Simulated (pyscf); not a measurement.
HO–SiH₃ (SMILES O[SiH3]) + H₂B–OH (SMILES BO) → H₂B–O–SiH₃ (SMILES BO[SiH3]) + H₂O (SMILES O), a four-centre exchange (singlet surface; H–O, B–O broken, B–O, H–O formed). Structures and frequencies: ωB97X-D3(BJ)/def2-SVP in PySCF. Correlated levels are frozen-core, on RHF or UHF. ΔMP2 is the change of the MP2 total energy from the triple- to the quadruple-zeta basis. Energies in kcal/mol from the separated reactants.

Small-basis levels: PySCF, no dispersion term, spherical d functions. 

Q: Quick B3LYP/6-31G* single points give ΔE‡ = 10.6 kcal/mol and ΔE = +2.5 kcal/mol. What does CCSD(T)/def2-TZVPP + ΔMP2(QZVPP) give, and how far is the quick result from it?

A: CCSD(T)/def2-TZVPP + ΔMP2(QZVPP) gives ΔE‡ = 11.8 kcal/mol and ΔE = +0.5 kcal/mol. B3LYP/6-31G* lies 1.3 kcal/mol under it in the barrier and 2.0 kcal/mol over it in the reaction energy, so on this step it holds to within 3.0 kcal/mol. CCSD(T)/def2-TZVPP + ΔMP2(QZVPP) has limits of its own. On the product side the descent ends in an adduct with a B–O contact, 5.3 kcal/mol under the separated species and 15.0 kcal/mol under the saddle at ωB97X-D3(BJ)/def2-TZVP. What is counted as broken (B–O) persists as a longer contact in the product adduct; parting that adduct is a step of its own. The reactants may also form a dative adduct at H₂B–OH; it and routes through it were not searched. This is the saddle that the search found; another between the same sides may lie lower. The CCSD(T) − MP2 part came from Ansatz, without density fitting, on the same reference.
